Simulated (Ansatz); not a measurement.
# NO+ (nitrosonium): BLYP/aug-cc-pVTZ

Aim: the energy change on altering one bond length of NO+ (nitrosonium) at BLYP/aug-cc-pVTZ, from 2 runs. 

The calculation is run with Ansatz 0.2.0.

1 further run of the same task is left out (set aside as unsound or not needed).

### Step 1. The molecule

The species is NO+ (2 atoms), meant as a singlet with charge +1. As SMILES, `N#[O+]`. The bond length is the measured one.

Bond lengths: N1–O2 1.063 Å.

### Step 2. A single-point energy at BLYP/aug-cc-pVTZ

File input.yaml:

```yaml
crystal:
  periodic: [false, false, false]
  atoms:
    - symbol: N
      position_ang: [0.000000, 0.000000, 0.000000]
    - symbol: O
      position_ang: [0.000000, 0.000000, 1.063220]
basis:
  gaussian: {orbitals: aug-cc-pVTZ}
total_charge: 1
accuracy: high
output: {orbitals: {seedname: orbitals}}
hamiltonian: {xc: {name: BLYP}}
```

The run is started by

```console
$ ansatz run input.yaml --threads 1 --pin off --max-ram 3480MiB --events-out events.jsonl --progress --plain --runs-dir runs
```

Output:

```text
Warning: RAYON_NUM_THREADS=1 ignored (pool sized by the plan → 1); use --threads N
Functional definition: BLYP
  name "BLYP"
  parameter beta = 0.0042
  parameter a = 0.04918
  parameter b = 0.132
  parameter c = 0.2533
  parameter d = 0.349
  exchange = b88_x(beta = beta)
  correlation = lyp_c(a = a, b = b, c = c, d = d)
1267 factors; integrals over basis functions are off by at most 2.7e-9 eV
mean field evaluation 1: about -3520.3449 eV, gradient 6.7e1 eV
mean field evaluation 2: about -3490.6180 eV, gradient 1.4e2 eV
mean field evaluation 4: about -3526.2139 eV, gradient 3.7e0 eV
mean field evaluation 8: about -3526.2328 eV, gradient 4.5e-2 eV
mean field evaluation 16: about -3526.2328 eV, gradient 2.5e-5 eV
mean field -3526.23282804 eV, -129.5866662639 hartree, gradient 8.7e-9 eV, S^2 0.000000; 0 other end points of the search recorded, 0 dependent functions left out
reference -3526.23285930 eV, -129.5866674127 hartree; 7, 7 occupied and 85, 85 virtual orbitals, 1267 factors
Total energy: -3526.23285930 eV, -129.5866674127 hartree
```

Wall time 2.1 s (1 thread of Arm Neoverse V2, shared host); peak memory 0.15 GiB.

### Step 3. The distorted shape

File run.yaml:

```yaml
crystal:
  periodic: [false, false, false]
  atoms:
    - {symbol: N, position_ang: [0.000000, 0.000000, -0.159480]}
    - {symbol: O, position_ang: [0.000000, 0.000000, 1.063220]}
basis:
  gaussian:
    orbitals: aug-cc-pVTZ
accuracy: high
total_charge: 1
output: {orbitals: {seedname: orbitals}}
hamiltonian:
  xc: {name: BLYP}
```

The run is started by

```console
$ ansatz run run.yaml --threads 1 --pin off --max-ram 3480MiB --events-out events.jsonl --progress --plain --runs-dir runs
```

Output, cut to the lines that bear on the results:

```text
Warning: RAYON_NUM_THREADS=1 ignored (pool sized by the plan → 1); use --threads N
[... 9 set-up lines as earlier in the session ...]
1266 factors; integrals over basis functions are off by at most 3.0e-9 eV
mean field evaluation 1: about -3515.8140 eV, gradient 8.1e1 eV
mean field evaluation 2: about -3423.1480 eV, gradient 2.1e2 eV
mean field evaluation 4: about -3524.8630 eV, gradient 1.2e1 eV
mean field evaluation 8: about -3525.0724 eV, gradient 9.5e-1 eV
mean field evaluation 16: about -3525.0714 eV, gradient 1.8e-6 eV
mean field -3525.07140961 eV, -129.5439849239 hartree, gradient 1.8e-8 eV, S^2 0.000000; 0 other end points of the search recorded, 0 dependent functions left out
reference -3525.07144035 eV, -129.5439860535 hartree; 7, 7 occupied and 85, 85 virtual orbitals, 1266 factors
Total energy: -3525.07144035 eV, -129.5439860535 hartree
```

Wall time 2 s (1 thread of Arm Neoverse V2, shared host); peak memory 0.15 GiB.

### Step 4. Outcome

Level: BLYP/aug-cc-pVTZ.

```
                                                         quantity          value
                                        first shape: total energy  -129.58667 Eh
                                         first shape: HOMO energy      -23.10 eV
                                         first shape: LUMO energy      -14.50 eV
                                       first shape: HOMO–LUMO gap        8.61 eV
                                    distorted shape: total energy  -129.54399 Eh
                                     distorted shape: HOMO energy      -22.82 eV
                                     distorted shape: LUMO energy      -16.03 eV
                                   distorted shape: HOMO–LUMO gap        6.79 eV
energy change with the N1–O2 bond stretched from 1.063 to 1.223 Å       1.161 eV
```

With the N1–O2 bond stretched from 1.063 to 1.223 Å the energy rises by 1.16 eV (112 kJ/mol). The first shape isn't relaxed at this level, so the change isn't measured from a minimum.
